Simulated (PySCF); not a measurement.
O₂S, SMILES O=S=O (connectivity only; charge and spin as stated), charge +1, multiplicity 2. Atoms are numbered in the order given.

```xyz
3

O      0.0000    -1.3100    -0.2854
S      0.0000     0.0000     0.2854
O      0.0000     1.3100    -0.2854
```
Charge +1, spin multiplicity 2.

The structure is a stationary point at r2SCAN-D4/def2-TZVP. The multiplicity is an assumed one; other spin states were not compared.

The numbers are results of PBE0/def2-TZVPD (PySCF), not measurements.

Mulliken values depend strongly on the basis, most of all with diffuse functions as here. ESP charges are fitted to the potential on shells at 1.4 to 2.0 van der Waals radii. Atomic charges (e):

| atom | meta-Löwdin | ESP fit | Mulliken spin |
|---|---|---|---|
| O1 | [?] | 0.01 | 0.35 |
| S2 | [?] | 0.99 | 0.30 |
| O3 | [?] | 0.01 | 0.35 |

**Question.** Complete the blanks. (An estimate is asked for; the answer gives what the named calculation found.)

**Answer.** 
- O1, meta-Löwdin: -0.35
- S2, meta-Löwdin: 1.71
- O3, meta-Löwdin: -0.35
